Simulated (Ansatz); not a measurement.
Ansatz (a program for electronic structure) input (HF/6-31G*):

Ansatz 0.2 input:
```yaml
crystal:
  periodic: [false, false, false]
  atoms:
    - {symbol: O, position_ang: [-1.25293238, 0.43353210, -0.01285770]}
    - {symbol: S, position_ang: [-0.01109727, -0.39806174, -0.00512330]}
    - {symbol: O, position_ang: [1.27512692, 0.36259137, 0.02310431]}
basis:
  gaussian:
    orbitals: 6-31G*
hamiltonian:
  xc: {name: HF}
total_charge: -1
magnetization: {spin_polarized: true, initial_magnetization: 1}
phonons: {temperatures: {t_min: 298.15, t_max: 298.15, t_step: 100}}
```

Question: Which harmonic wavenumbers does it give?

Answer: 509, 1128, 1247 cm⁻¹ (unscaled; negative means imaginary).
